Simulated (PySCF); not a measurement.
Species: C₃H₃Cl.
Cartesian coordinates in Å at the PBE0-D3(BJ)/def2-SVP level; atoms count from 1:
```
atom  x, y, z in Å
C1    -1.3664    0.0065    0.0411
C2    -0.0629   -0.0686   -0.0133
C3     1.2411   -0.1487   -0.0688
Cl4    2.2853    1.2107    0.2036
H5    -1.9597    0.2432   -0.8493
H6    -1.9074   -0.1640    0.9788
H7     1.7704   -1.0793   -0.2914
```

The closed-shell ground state was solved at several levels (PySCF, density fitting, gas phase, non-relativistic).

```
          level  basis functions  HOMO (eV)  LUMO (eV)  gap (eV)  dipole (D)
  B3LYP/cc-pVTZ              166      -7.12      -0.97      6.15        1.66
   B3LYP/6-31G*               66      -6.92      -0.62      6.30        1.78
B3LYP/def2-TZVP              148      -7.13      -1.01      6.12        1.62
 PBE0/def2-SVPD              111      -7.44      -0.89      6.55        1.79
  PBE0/pcSseg-1               90      -7.42      -0.80      6.62        1.77
 B97-2/pcSseg-2              193      -7.16      -0.91      6.25        1.71
```

Estimate the row for B3LYP/aug-cc-pVTZ-J, a basis of 266 functions; the other rows only guide the guess.

HOMO -7.18 eV, LUMO -1.15 eV, gap 6.03 eV, dipole 1.68 D.

Over all these levels, which gives the widest orbital gap and which the narrowest?

PBE0/pcSseg-1 (global hybrid, 25 % exact exchange) has the widest, 6.62 eV, and B3LYP/aug-cc-pVTZ-J (global hybrid, 20 % exact exchange) the narrowest, 6.03 eV. Functional and basis both differ between the two, so the spread mixes both effects.

How much does the basis alone move the frontier levels among the 4 B3LYP rows (the withheld one included)?

The HOMO by 0.26 eV and the LUMO by 0.53 eV. By rising basis size (HOMO, LUMO in eV): 6-31G* -6.92, -0.62; def2-TZVP -7.13, -1.01; cc-pVTZ -7.12, -0.97; aug-cc-pVTZ-J -7.18, -1.15.

How far do the dipole and the HOMO energy spread over the levels?

The dipole runs from 1.62 to 1.79 D (mean 1.71 D) and the HOMO from -7.44 to -6.92 eV.
